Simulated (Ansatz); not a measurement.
**CHCl3 (chloroform): from total energies to a heat of formation**

CHCl3: 5 atoms, total charge 0, spin state singlet. As SMILES, `ClC(Cl)Cl`. Geometry: relaxed at PBE0-D4/def2-TZVP.

```xyz
5

Cl   -0.6715    0.3932    1.5452
C     0.0501    0.0869   -0.0295
Cl    1.2339   -1.2115    0.0564
Cl   -1.1825   -0.2568   -1.2365
H     0.5700    0.9881   -0.3357
```

Total energies at PBE0/6-311+G** (Ansatz 0.2.0); the atoms run unrestricted:

| species | state | energy (Eh) |
| --- | --- | --- |
| CHCl3 | singlet | -1418.836215 |
| Cl | doublet | -459.996076 |
| C | triplet | -37.802971 |
| H | doublet | -0.501038 |

Harmonic wavenumbers at PBE0-D4/def2-TZVP, in cm⁻¹: 261, 261, 371, 685, 781, 781, 1237, 1237, 3179.

Measured heats of formation of the gaseous atoms at 298.15 K, in kJ/mol: Cl 121.3, C 716.9, H 218.0. Spin-orbit lowering of the atoms at 298 K (mean of the ground term's levels less their thermal mean, from spectra), in kJ/mol: Cl 3.44, C 0.02. Take 1 Eh = 2625.50 kJ/mol, 1 cm⁻¹ = 0.0119627 kJ/mol, RT = 2.479 kJ/mol.

Q: Work out the heat of formation of the gas at 298 K.

A: 
1. Electronic atomisation energy: 3 × (-459.996076) + (-37.802971) + (-0.501038) − (-1418.836215) = 0.543978 Eh = 1428.2 kJ/mol.
2. Zero-point energy: half the sum of the wavenumbers, 4396.5 cm⁻¹ = 52.6 kJ/mol.
3. Thermal vibrational enthalpy, Σ hcν̃/(exp(hcν̃/kT) − 1): 4.2 kJ/mol. Translation, rotation and pV of a non-linear molecule: 4 RT = 9.9 kJ/mol.
4. The 5 free atoms carry 5/2 RT each: 31.0 kJ/mol.
5. Spin-orbit coupling lowers the free atoms by 3 × 3.44 + 0.02 = 10.3 kJ/mol.
6. Atomisation enthalpy at 298 K: 1428.2 − 10.3 − 52.6 − 4.2 − 9.9 + 31.0 = 1382.2 kJ/mol.
7. Sum of the atoms' heats of formation: 1298.8 kJ/mol. Heat of formation: 1298.8 − 1382.2 = -83.4 kJ/mol.

The tabulated value is -103.5 kJ/mol (Active Thermochemical Tables), so this level is off by +20.1 kJ/mol, or 1.4 % of the atomisation enthalpy that the table implies (1402.3 kJ/mol). Anharmonicity and any spin-orbit splitting of the molecule are left out.
